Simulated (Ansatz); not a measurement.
Ansatz results at the PBE0-D4/def2-TZVP geometry: LUMO energy (ωB97M-V/def2-TZVPP) 2.18 eV; zero-point energy (PBE0-D4/def2-TZVP) 368.4 kJ/mol; size of the dipole moment (B3LYP/def2-TZVPP) 1.77 D.

Each molecule was computed in one conformer, which needn't be the lowest.

(1) Which molecule gave them?
A. `CC1CCCS1`
B. `C=CCSCC`
C. `SC1CCCC1`
D. `C#CS`

Answers

(1) C. The others give `C#CS`: 1.73, 71.9, 0.80; `C=CCSCC`: 2.07, 363.2, 1.32; `CC1CCCS1`: 2.51, 373.1, 1.97.

B3LYP here is the variant with VWN-RPA as its local correlation; programs differ in this.
